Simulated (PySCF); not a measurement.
# Relaxation of doublet S₄⁻

Method: UPBE in PySCF with S def2-SVPD; no relativity; density-fitted integrals. A (50,194) grid was used.

A start at the PBE0 minimum, of C3v symmetry, held to at least that symmetry:

```xyz
4
charge -1 multiplicity 2, angstrom
S     0.0000    0.0000    0.3221
S     1.9534    0.0000   -0.1074
S    -0.9767    1.6917   -0.1074
S    -0.9767   -1.6917   -0.1074
```

At each step, columns x, y, z (Å) and Fx, Fy, Fz (eV/Å):

```
step 0  E − E(last) = 2.66 kJ/mol
S    0.000   0.000   0.322   0.003   0.000   0.376
S    1.953   0.000  -0.107   0.572   0.000  -0.127
S   -0.977   1.692  -0.107  -0.288   0.495  -0.125
S   -0.977  -1.692  -0.107  -0.288  -0.495  -0.125
step 1  E − E(last) = 0.32 kJ/mol
S    0.000   0.000   0.350   0.005   0.000  -0.029
S    1.970   0.000  -0.117   0.162   0.000   0.007
S   -0.985   1.706  -0.117  -0.084   0.142   0.011
S   -0.985  -1.706  -0.117  -0.084  -0.142   0.011
step 2  E − E(last) = 0.16 kJ/mol
S    0.000   0.000   0.320   0.007   0.000   0.108
S    1.988   0.000  -0.107  -0.053   0.000  -0.037
S   -0.994   1.722  -0.107   0.023  -0.044  -0.035
S   -0.994  -1.722  -0.107   0.023   0.044  -0.036
step 3  E − E(last) = 0.00 kJ/mol
S    0.000   0.000   0.337   0.008   0.000  -0.001
S    1.982   0.000  -0.112  -0.004   0.000  -0.002
S   -0.991   1.717  -0.112  -0.002  -0.001   0.001
S   -0.991  -1.717  -0.112  -0.002   0.001   0.001
```

It ends at C3v with S–S 2.032 Å (×3); S–S–S 115.2° (×3). A frequency run shows a minimum.

The relaxation took 7.2 s on 4 threads of a shared Arm Neoverse V2 host, with 108 basis functions and 4 gradients; the process peaked at 0.58 GiB.
